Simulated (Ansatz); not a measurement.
Input file:

```yaml
crystal:
  periodic: [false, false, false]
  atoms:
    - { symbol: B, position_ang: [0.12502, 0.486806, -0.226665] }
    - { symbol: H, position_ang: [-0.403433, -0.479014, 1.897621] }
    - { symbol: F, position_ang: [1.289135, -0.129138, -0.439411] }
    - { symbol: H, position_ang: [-0.869738, -0.111615, -0.555887] }
    - { symbol: Si, position_ang: [0.152857, 2.329009, 0.494654] }
    - { symbol: H, position_ang: [1.065552, 2.431319, 1.677855] }
    - { symbol: H, position_ang: [0.664639, 3.283857, -0.538988] }
    - { symbol: H, position_ang: [-1.204341, 2.792021, 0.916102] }
    - { symbol: H, position_ang: [-0.196992, 0.185055, 2.03952] }
basis:
  gaussian: { orbitals: "6-31G*" }
hamiltonian:
  xc: r2scan
relax:
  f_tol: 0.03
  max_steps: 50
```

Command:

```bash
$ ansatz run input.yaml --threads 1 --pin off --max-ram 2048MiB --backend cpu --events-out ev --progress --plain --runs-dir out
```

Hardware: 1 thread of Arm Neoverse V2, on a shared host.

Q: Roughly how long does this run take, and how much memory?

A: 67 s, with a peak of 0.14 GiB, for 23 ionic steps.
